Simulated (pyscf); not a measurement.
This saddle point was located with ωB97X-D3(BJ)/def2-SVP in PySCF.

```xyz
11

Ti    -0.7870    -0.2847     0.4595
Cl    -0.5018     0.0564     2.6133
N      0.7236     0.4895    -0.6012
N     -2.4348    -0.1642    -0.3459
Cl    -0.5941    -2.4815     0.1498
H      0.7374     0.5305    -1.6176
H      1.6642     0.4270    -0.2137
H     -2.9439    -1.0061    -0.6087
H     -3.0071     0.6722    -0.4092
H     -1.0141     1.6053     0.3214
H     -0.1063     1.4073    -0.1438
```

Surface: singlet, charge 0. Lowest wavenumbers (cm⁻¹): 1416i, 88, 92, 128, 149.

Q: What reaction is this the transition state of?

A: `[NH2][Ti]([NH2])([Cl])[Cl]` + `[H][H]` ⇌ `[NH2][TiH]([Cl])[Cl]` + `[NH3]`, a four-centre exchange read from left to right: N–Ti, H–H broken and H–Ti, H–N formed. At ωB97M-D3(BJ)/def2-TZVP it lies +28.6 kcal/mol from the left side and +10.4 kcal/mol from the right (each side as separated species at their lowest minima found). On the product side the descent ends in an adduct with a N–Ti contact, 20.9 kcal/mol under the separated species and 28.6 kcal/mol under the saddle at ωB97X-D3(BJ)/def2-TZVP. What is counted as broken (N–Ti) persists as a longer contact in the product adduct; parting that adduct is a step of its own. At the saddle there is also a short H–Ti contact that neither side keeps. This is the saddle that the search found; another between the same sides may lie lower.
